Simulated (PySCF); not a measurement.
**Vertical excitation energies**

Phosphabenzene, C5H5P.
InChI=1S/C5H5P/c1-2-4-6-5-3-1/h1-5H

The calculation used PySCF, TDDFT wB97X-D/def2-SVPD, vertical, gas phase, core orbitals frozen in the response. Geometry: PBE0-D3(BJ)/def2-SVP; no solvent, vibrations or thermal averaging.

| state | E (eV) | λ (nm) | ν̃ (cm⁻¹) | f | symmetry | main configurations (H = HOMO, L = LUMO) |
| --- | --- | --- | --- | --- | --- | --- |
| S1 | 4.87 | 254.3 | 39320 | 0.0017 | – | H→L+1 (53%), H-1→L (46%) |
| S2 | 5.13 | 241.8 | 41350 | 0.018 | B1 or B2 | H-2→L (98%) |
| S3 | 5.24 | 236.5 | 42280 | 0.124 | A1 | H→L (88%), H-1→L+1 (10%) |
| S4 | 5.70 | 217.4 | 46000 | 0.0000 | – | H-2→L+1 (98%) |
| S5 | 6.15 | 201.6 | 49610 | 0.273 | B1 or B2 | H-1→L (50%), H→L+1 (40%) |
| S6 | 6.38 | 194.3 | 51460 | 0.0000 | – | H-3→L (98%) |

The lowest singlet lies at 4.87 eV (254 nm, ultraviolet) and is very weak; its leading configuration is HOMO→LUMO+1 (53%). The most intense listed level is S5 at 6.15 eV (202 nm, f = 0.273), 1.28 eV above S1. Löwdin shares by element: HOMO carbon 49% or more, phosphorus 30% (atoms not listed hold the other 21%); LUMO carbon 47% or more, phosphorus 36% (atoms not listed hold the other 17%). Orbital energies (eV): HOMO-3 -11.23, HOMO-2 -9.64, HOMO-1 -9.59, HOMO -8.87, LUMO 0.18, LUMO+1 0.83, LUMO+2 2.54. Weighted by f, the mean energy of these states is 5.83 eV. Of the 6 states listed, 3 reach f = 0.01 and 2 stay under 0.0005. Symmetry labels in C2v follow from the direction of the transition dipole and are given only for states with f of 0.002 or more; B1 and B2 swap with the choice of axes. Singlets were solved by full linear response.

Time: 31 s; peak memory 0.80 GiB. Hardware: Intel Xeon Platinum 8259CL at 2.50 GHz, one thread, shared host.
